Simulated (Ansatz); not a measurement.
# One shape, several levels: [BF2]+ (SMILES F[B+]F)

Aim: a comparison of 6 runs (HF/STO-3G, BLYP/STO-3G, SVWN5/STO-3G, BCCD(T)/STO-3G, CCSDT/STO-3G, CCSD/STO-3G) of [BF2]+. 

The results are computed with Ansatz 0.2.0.

6 further runs of the same task are left out: 5 that didn't finish, 1 set aside as unsound or not needed.

**1. The structure to begin with**

[BF2]+ has 3 atoms, charge +1, and is taken as a singlet. As SMILES, `F[B+]F`. The B2–F1 distance was set to 3.048 Å, away from the relaxed value. At this shape a bond of the SMILES string is far longer than usual.

Bond lengths: B2–F3 1.219 Å.

**2. The energy at HF/STO-3G (run 1)**

The input, job.yaml:

```yaml
basis:
  gaussian:
    orbitals: STO-3G
crystal:
  periodic: [false, false, false]
  atoms:
    - symbol: F
      position_ang: [0.817305, 2.835122, 0.763636]
    - symbol: B
      position_ang: [0.000740, -0.000320, 0.000370]
    - symbol: F
      position_ang: [-0.328120, -1.133550, -0.306050]
accuracy: high
total_charge: 1
hamiltonian:
  xc: hf
```

Run with:

```console
$ ansatz run job.yaml --threads 1 --pin off --max-ram 2610MiB --events-out events.jsonl --progress --plain --runs-dir runs
```

Log:

```text
Warning: RAYON_NUM_THREADS=1 ignored (pool sized by the plan → 1); use --threads N
Functional definition: HF
  name "HF"
  exchange = exact_x
  correlation = 0
228 factors; integrals over basis functions are off by at most 3.6e-8 eV
mean field evaluation 1: about -5962.2537 eV, gradient 3.0e1 eV
mean field evaluation 2: about -5962.2615 eV, gradient 3.0e1 eV
mean field evaluation 4: about -5965.1666 eV, gradient 1.0e1 eV
mean field evaluation 8: about -5979.5677 eV, gradient 1.3e1 eV
mean field evaluation 16: about -5982.8812 eV, gradient 8.6e-3 eV
mean field evaluation 32: about -5979.4405 eV, gradient 2.7e-1 eV
mean field evaluation 64: about -5964.9894 eV, gradient 1.4e1 eV
mean field -5982.88120902 eV, -219.8668290889 hartree, gradient 3.8e-8 eV, S^2 0.000000; 1 other end points of the search recorded, 0 dependent functions left out
reference -5982.88120902 eV, -219.8668290889 hartree; 11, 11 occupied and 4, 4 virtual orbitals, 228 factors
Total energy: -5982.88120902 eV, -219.8668290889 hartree
```

Run time: 0.1 s. Hardware: 1 thread of Arm Neoverse V1, shared host.

**3. A single-point energy at BLYP/STO-3G (run 2)**

The input, input.yaml:

```yaml
crystal:
  periodic: [false, false, false]
  atoms:
    - {symbol: F, position_ang: [0.817305, 2.835122, 0.763636]}
    - {symbol: B, position_ang: [0.000740, -0.000320, 0.000370]}
    - {symbol: F, position_ang: [-0.328120, -1.133550, -0.306050]}
basis:
  gaussian: {orbitals: STO-3G}
total_charge: 1
magnetization: {spin_polarized: false}
hamiltonian: {xc: {name: BLYP}}
accuracy: high
```

Run with:

```console
$ ansatz run input.yaml --threads 1 --pin off --max-ram 2610MiB --events-out events.jsonl --progress --plain --runs-dir runs
```

Log:

```text
Warning: RAYON_NUM_THREADS=1 ignored (pool sized by the plan → 1); use --threads N
Functional definition: BLYP
  name "BLYP"
  parameter beta = 0.0042
  parameter a = 0.04918
  parameter b = 0.132
  parameter c = 0.2533
  parameter d = 0.349
  exchange = b88_x(beta = beta)
  correlation = lyp_c(a = a, b = b, c = c, d = d)
228 factors; integrals over basis functions are off by at most 3.6e-8 eV
mean field evaluation 1: about -5982.6432 eV, gradient 3.3e1 eV
mean field evaluation 2: about -5669.9078 eV, gradient 4.3e1 eV
mean field evaluation 4: about -5998.1293 eV, gradient 1.4e1 eV
mean field evaluation 8: about -5998.1293 eV, gradient 1.4e1 eV
mean field evaluation 16: about -6007.2142 eV, gradient 2.2e-1 eV
mean field evaluation 32: about -6005.9812 eV, gradient 1.5e1 eV
mean field -6007.23346614 eV, -220.7617580314 hartree, gradient 1.5e-8 eV, S^2 0.000000; 2 other end points of the search recorded, 0 dependent functions left out
reference -6007.23349299 eV, -220.7617590182 hartree; 11, 11 occupied and 4, 4 virtual orbitals, 228 factors
Total energy: -6007.23349299 eV, -220.7617590182 hartree
```

Wall time 0.78 s (1 thread of Arm Neoverse V1, shared host).

Runs 3 to 5 aren't shown in full; the table further down has their settings and results.

**4. A single-point energy at CCSD/STO-3G (run 6)**

The input, job.yaml:

```yaml
crystal:
  periodic: [false, false, false]
  atoms:
    - {symbol: F, position_ang: [0.817305, 2.835122, 0.763636]}
    - {symbol: B, position_ang: [0.000740, -0.000320, 0.000370]}
    - {symbol: F, position_ang: [-0.328120, -1.133550, -0.306050]}
basis:
  gaussian:
    orbitals: STO-3G
total_charge: 1
correlation:
  method: ccsd
  frozen_orbitals: {B: 1, F: 1}
accuracy: high
scf:
  omitted_lower_state_checks: [cluster_reference, increment]
```

Run with:

```console
$ ansatz run job.yaml --threads 1 --pin off --max-ram 2610MiB --events-out events.jsonl --progress --plain --runs-dir runs
```

Log:

```text
Warning: RAYON_NUM_THREADS=1 ignored (pool sized by the plan → 1); use --threads N
[... 14 lines left out ...]
3 core orbitals not correlated: weight in the atoms' cores, before any rotation towards them, 1.000 or more for the frozen orbitals, at most 0.000 for the correlated occupied ones
[... 48 lines left out ...]
WARN: these amplitudes may be one of several solutions (largest doubles amplitude 0.97, level shift 13.56 eV)
Total energy: -5990.58534324 eV, -220.1499507994 hartree
Checks for a lower state left out: cluster_reference, increment
```

Run time: 0.24 s. Hardware: 1 thread of Arm Neoverse V1, shared host.

**5. The series**

| run | level | frozen core orbitals | energy (Eh) | wall time |
| --- | --- | --- | --- | --- |
| 1 | HF/STO-3G | – | -219.866829 | 0.1 s |
| 2 | BLYP/STO-3G | – | -220.761759 | 0.78 s |
| 3 | SVWN5/STO-3G | – | -219.219221 | 0.48 s |
| 4 | BCCD(T)/STO-3G | 3 | -220.165238 | 0.3 s |
| 5 | CCSDT/STO-3G | 3 | -220.163735 | 0.48 s |
| 6 | CCSD/STO-3G | 3 | -220.149951 | 0.24 s |

**6. Results**

```
                                          quantity          value
                               run 6: total energy  -220.14995 Eh
run 6: correlation energy (3 core orbitals frozen)     -283.1 mEh
                              run 6: T1 diagnostic          0.098
```

**Reading.** Below the HF energy at the same shape and in the same basis (STO-3G): BCCD(T) -298.4 mEh; CCSDT -296.9 mEh; CCSD -283.1 mEh. Totals of different functionals can't be ranked against each other. In run 6 the T1 diagnostic is large, so a single reference may not serve. In runs 4, 5, 6 the log says that unrestricted orbitals would lower the reference, so the values rest on an unstable closed-shell determinant (other closed-shell runs at this shape may share the fault). In runs 1, 2, 3, 4, 5, 6 the basis is minimal, so the values are rough. All runs together took 2.4 s, the longest 0.78 s.
